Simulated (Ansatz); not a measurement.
**Worked example: the interaction energy**

The pair of H2O (SMILES O, atoms 1–3) and CH4O (SMILES CO, atoms 4–9), both closed shells, in one local arrangement (a lower one may exist), relaxed at PBE0-D4/def2-TZVP:

```
9
angstrom
O 0.3809 -0.3575 -2.2000
H -0.1208 -0.1042 -1.4099
H 0.3264 0.3988 -2.7864
C 0.2249 0.0798 1.2199
O -0.8449 0.2224 0.3011
H 0.9907 0.7973 0.9275
H 0.6621 -0.9231 1.1853
H -0.0919 0.3035 2.2437
H -1.5273 -0.4167 0.5189
```

Both fragments are computed in the basis of the whole pair.

Program: Ansatz 0.2.0. Basis: def2-TZVPPD and def2-QZVPPD. Cores are frozen in the correlated methods.

Energies in eV:

| quantity | pair | first fragment | second fragment |
| --- | --- | --- | --- |
| Hartree–Fock, triple zeta (X = 3) | -5201.86677 | -2069.78843 | -3131.92228 |
| Hartree–Fock, quadruple zeta (X = 4) | -5202.09143 | -2069.87469 | -3132.06077 |
| MP2 correlation, X = 3 | -18.95898 | -7.18753 | -11.70023 |
| MP2 correlation, X = 4 | -20.30371 | -7.72101 | -12.50109 |
| CCSD(T) correlation, X = 3 | -20.23701 | -7.55372 | -12.61457 |

Problem. Work out the interaction energy at the basis limit: extrapolate Hartree–Fock as E(X) = E∞ + A exp(−7.88 √X) and the MP2 correlation as E(X) = E∞ + B X^−2.97 (the exponents that Neese and Valeev fitted for def2-TZVPP and QZVPP, reused here for the diffuse sets), then add CCSD(T) − MP2 in triple zeta.

Solution. Each step is linear, so take the differences first (pair − first fragment − second fragment): Hartree–Fock -0.15606 (X = 3) and -0.15597 (X = 4); MP2 correlation -0.07122 and -0.08161; CCSD(T) correlation -0.06872.
Two points give E∞ = E(4) + w [E(4) − E(3)], with w = 1/(exp(7.88 (2 − √3)) − 1) = 0.1377 for Hartree–Fock and w = 1/((4/3)^2.97 − 1) = 0.7407 for the correlation.
Hartree–Fock: -0.15597 + 0.1377 × 0.00009 = -0.1560 eV.
MP2 correlation: -0.08161 + 0.7407 × (-0.01039) = -0.0893 eV.
CCSD(T) − MP2: -0.06872 − (-0.07122) = 0.0025 eV.
Sum: -0.1560 + (-0.0893) + 0.0025 = -0.2428 eV, or -5.60 kcal/mol. Plain CCSD(T) in triple zeta gives -0.2248 eV, so the larger basis shifts the result by -0.0180 eV.

No T1 diagnostic of these runs exceeds 0.011.

For scale, one of the runs: CCSD(T)/def2-TZVPPD, 219 basis functions, launched by `ansatz run in.yaml --threads 4 --pin off --events-out ev --progress --plain --max-ram 9574MiB`. Hardware: 4 CPU threads of an INTEL XEON PLATINUM 8581C, shared host. Wall time 23 s; peak host memory 3.5 GiB.
